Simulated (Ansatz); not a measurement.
The input, for Ansatz 0.2.0:

```yaml
crystal:
  periodic: [false, false, false]
  atoms:
    - {symbol: B, position_ang: [0.000000, 0.000000, 1.763599]}
    - {symbol: Be, position_ang: [0.000000, 0.000000, -0.278799]}
    - {symbol: H, position_ang: [0.000000, 0.000000, -1.484799]}
basis:
  gaussian: {orbitals: def2-TZVP, point_charges: [{charge: -0.50, position_ang: [3.999, -0.331, -0.852]}]}
magnetization: {spin_polarized: true, initial_magnetization: 0}
correlation: {method: ccsd_t, electrons: valence}
```

```sh
$ ansatz run in.yaml --threads 1 --pin off --events-out ev --progress --plain --max-ram 2393MiB
```

The program prints:

```
397 factors; integrals over basis functions are off by at most 1.2e-3 eV
mean field evaluation 1: about -1080.1590 eV, gradient 7.4e0 eV
mean field evaluation 2: about -1080.1616 eV, gradient 7.4e0 eV
mean field evaluation 4: about -1081.0762 eV, gradient 5.7e-1 eV
mean field evaluation 8: about -1081.0852 eV, gradient 1.9e-3 eV
mean field evaluation 16: about -1081.6025 eV, gradient 2.4e-2 eV
mean field evaluation 32: about -1080.1590 eV, gradient 7.4e0 eV
mean field evaluation 64: about -1081.0182 eV, gradient 4.1e0 eV
mean field evaluation 96: about -1081.6007 eV, gradient 3.8e-1 eV
mean field evaluation 128: about -1074.6985 eV, gradient 9.0e0 eV
mean field evaluation 160: about -1081.3342 eV, gradient 2.1e0 eV
mean field evaluation 192: about -1081.0943 eV, gradient 3.2e-2 eV
mean field evaluation 224: about -1081.2822 eV, gradient 1.1e0 eV
mean field evaluation 256: about -1081.6026 eV, gradient 2.8e-4 eV
mean field evaluation 288: about -1078.2376 eV, gradient 8.8e-2 eV
mean field evaluation 320: about -1081.0954 eV, gradient 7.8e-2 eV
mean field evaluation 352: about -1079.4461 eV, gradient 2.8e-3 eV
mean field evaluation 384: about -1078.2374 eV, gradient 1.3e-2 eV
mean field evaluation 416: about -1081.0942 eV, gradient 3.3e-2 eV
mean field evaluation 448: about -1079.4461 eV, gradient 7.9e-4 eV
mean field evaluation 480: about -1078.2342 eV, gradient 3.1e-2 eV
mean field -1081.60264544 eV, -39.7481640834 hartree, gradient 2.1e-6 eV, S^2 0.838556; 18 other end points of the search recorded, 0 dependent functions left out
determinant -1081.60264544 eV, -39.7481640834 hartree, with singles and doubles -1085.62956089 eV, -39.8961504966 hartree
determinant -1081.16061526 eV, -39.7319197738 hartree, with singles and doubles -1085.21166852 eV, -39.8807932353 hartree
determinant -1081.09422380 eV, -39.7294799328 hartree, with singles and doubles -1085.14815780 eV, -39.8784592592 hartree
determinant -1079.44605971 eV, -39.6689110196 hartree, with singles and doubles -1083.74180880 eV, -39.8267768867 hartree
determinant -1078.23744455 eV, -39.6244952317 hartree, with singles and doubles -1082.92743086 eV, -39.7968490496 hartree
determinant -1081.60264544 eV, -39.7481640834 hartree, with singles and doubles -1085.60960555 eV, -39.8954171512 hartree
determinant -1081.16061526 eV, -39.7319197738 hartree, with singles and doubles -1085.18113592 eV, -39.8796711827 hartree
determinant -1081.09422380 eV, -39.7294799328 hartree, with singles and doubles -1085.11892662 eV, -39.8773850333 hartree
determinant -1081.08523243 eV, -39.7291495059 hartree, with singles and doubles -1085.68921963 eV, -39.8983429147 hartree
determinant -1078.37536849 eV, -39.6295638431 hartree, with singles and doubles -1083.06944539 eV, -39.8020679871 hartree
1 core orbitals not correlated: weight in the atoms' cores, before any rotation towards them, 1.000 or more for the frozen orbitals, at most 0.000 for the correlated occupied ones
reference -1081.60264544 eV, -39.7481640834 hartree; 4, 4 occupied and 51, 51 virtual orbitals, 397 factors
second order -3.02461595 eV of doubles, -0.00000000 eV of singles
cycle   1  -4.00695972 eV  change    3.8e-7 eV  update   4.8e-6
perturbative correction -0.08611822 eV, -0.0031647864 hartree
Total energy: -1085.69572339 eV, -39.8985819235 hartree
```

The T1 diagnostic is 0.093.

Ran on 1 thread of Arm Neoverse V2, shared host: 8 s wall, 0.16 GiB peak host memory.
